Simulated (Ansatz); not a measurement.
```yaml
crystal:
  periodic: [false, false, false]
  atoms:
    - {symbol: Si, position_ang: [-0.278446, -0.461739, -1.406229]}
    - {symbol: C, position_ang: [-0.283240, -0.417289, 0.512852]}
    - {symbol: C, position_ang: [0.578451, 0.785296, 1.122372]}
    - {symbol: H, position_ang: [0.101893, -1.379307, 0.880433]}
    - {symbol: H, position_ang: [-1.330749, -0.399298, 0.851748]}
    - {symbol: H, position_ang: [0.526636, 0.726384, 2.170066]}
    - {symbol: H, position_ang: [1.548655, 0.705984, 0.767448]}
    - {symbol: H, position_ang: [0.144544, 1.716695, 0.796970]}
    - {symbol: H, position_ang: [1.062283, -0.475154, -1.867768]}
    - {symbol: H, position_ang: [-0.975923, 0.817346, -1.883024]}
    - {symbol: H, position_ang: [-1.033934, -1.610561, -1.874215]}
basis:
  gaussian: {orbitals: def2-mTZVP}
magnetization: {spin_polarized: true, initial_magnetization: 2}
hamiltonian: {xc: {name: wPBEh}}
scf: {omitted_lower_state_checks: [starts]}
output: {forces: true}
```

```sh
$ ansatz run in.yaml --threads 4 --pin off --events-out ev --progress --plain --max-ram 3916MiB
```

It prints (some lines left out):

```
Functional definition: wPBEh
825 factors; integrals over basis functions are off by at most 1.1e-3 eV
126 factors; integrals over basis functions are off by at most 4.7e-7 eV
mean field evaluation 1: about -10054.6615 eV, gradient 5.1e1 eV
mean field evaluation 2: about -10011.1382 eV, gradient 9.2e1 eV
mean field evaluation 4: about -10066.7643 eV, gradient 1.7e1 eV
mean field evaluation 8: about -10069.4953 eV, gradient 1.6e0 eV
mean field evaluation 16: about -10069.5337 eV, gradient 2.5e-3 eV
mean field -10069.53370145 eV, -370.0485381532 hartree, gradient 1.7e-5 eV, S^2 2.003744; 0 other end points of the search recorded, 0 dependent functions left out
reference -10069.53375186 eV, -370.0485400057 hartree; 18, 16 occupied and 66, 68 virtual orbitals, 825 factors
Total energy: -10069.53375186 eV, -370.0485400057 hartree
Atom 0 at    -0.278446    -0.461739    -1.406229 Å, force    -0.859539     0.588284    -5.051863 eV/Å
Atom 1 at    -0.283240    -0.417289     0.512852 Å, force     0.655599     1.698364     6.793637 eV/Å
Atom 2 at     0.578451     0.785296     1.122372 Å, force    -2.775926    -1.179111    -3.048977 eV/Å
Atom 3 at     0.101893    -1.379307     0.880433 Å, force     0.418972    -0.439685    -1.097590 eV/Å
Atom 4 at    -1.330749    -0.399298     0.851748 Å, force    -0.428606     0.368755    -0.748203 eV/Å
Atom 5 at     0.526636     0.726384     2.170066 Å, force    -0.198356    -0.451059     1.722053 eV/Å
Atom 6 at     1.548655     0.705984     0.767448 Å, force     2.124095    -0.103243    -0.438570 eV/Å
Atom 7 at     0.144544     1.716695     0.796970 Å, force    -0.138954     0.505976    -0.014931 eV/Å
Atom 8 at     1.062283    -0.475154    -1.867768 Å, force     1.517501    -0.098988     0.156814 eV/Å
Atom 9 at    -0.975923     0.817346    -1.883024 Å, force     0.075299    -0.090518     1.182175 eV/Å
Atom 10 at    -1.033934    -1.610561    -1.874215 Å, force    -0.390085    -0.798774     0.545454 eV/Å
Dipole moment:     0.086671     0.173127     0.760248 e Å
Checks for a lower state left out: starts
```

Hardware: 4 threads of Intel Xeon on a shared host. Wall time 3.7 s.
